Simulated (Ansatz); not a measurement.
Compare A (`CN1C=C1`) with its isomer B (`C=CN=C`).

Calculated with Ansatz (gas phase, PBE0-D4/def2-TZVP geometries, no zero-point term in ΔE). CCSD(T)/CBS is the MP2 limit (def2-TZVPP, def2-QZVPP) plus CCSD(T) − MP2 in def2-TZVPP, frozen cores. Functionals use def2-TZVPP. B3LYP here is the variant with VWN-RPA as its local correlation; programs differ in this. Each species was taken in one conformer, which may not be the lowest.

**Question.** Which isomer does CCSD(T)/CBS put lower? Give the gap. (Best estimate.)

**Answer.** Ansatz gave: B, by 57.4 kcal/mol.

**Question.** Give E(B) − E(A) in kcal/mol with PBE0-D4, LDA (SPW92), B3LYP, HF/def2-TZVPP, CCSD(T)/def2-TZVPP, BLYP-D4, MP2/def2-TZVPP. (Best estimate.)

**Answer.** The calculation gave: PBE0-D4 -56.5, LDA (SPW92) -54.2, B3LYP -61.2, HF/def2-TZVPP -65.9, CCSD(T)/def2-TZVPP -58.4, BLYP-D4 -61.1, MP2/def2-TZVPP -55.9. None reverses the order clearly.

**Question.** Does the order hold for the free energy at 298.15 K (harmonic terms from PBE0-D4)? (Estimate.)

**Answer.** Computed: Yes: G(B) − G(A) = -56.2 kcal/mol, for one conformer each.

Largest T1 diagnostic: 0.012.

Leaving LDA and LC-ωPBE aside and taking each functional with its dispersion term where it has one, the values, not all of them listed here, spread over 6.8 kcal/mol, from BHLYP-D4 to ωB97X-V. LDA lies +2.1 kcal/mol from PBE without D4. At CCSD(T), def2-SVP lies −3.0 kcal/mol from the extrapolated value and def2-TZVPP −1.0 kcal/mol.
